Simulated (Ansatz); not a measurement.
For Sb (P6₃/mmc, No. 194; start mp-80; another form than the element's usual one), LDA (plane waves, PAW; Ansatz, a program for electronic structure) gives:

| Quantity | Value |
|---|---|
| equilibrium lattice constant a | 3.297 Å |
| lattice parameter c | 5.452 Å |

Problem. What does r²SCAN (Ansatz, plane waves, PAW) give for the same quantities?

Solution. 
- lattice constant a: 3.351 Å (goes up by 1.6 %)
- lattice parameter c: 5.569 Å (rises by 2.1 %)

Changes are worked out from the printed values.

Unless a cell is named, each level is at its own relaxed cell (LDA 25.66, r²SCAN 27.09 Å³/atom).

Caveats: the relaxation could not lower the start's symmetry, so the cell can be a saddle point above a distorted one (LDA, r²SCAN). Ansatz's density-functional and Hartree–Fock values are scalar-relativistic unless marked +SOC, with PAW data made under PBE.

A start named mp-… is a Materials Project structure, which can be a computed phase never made.
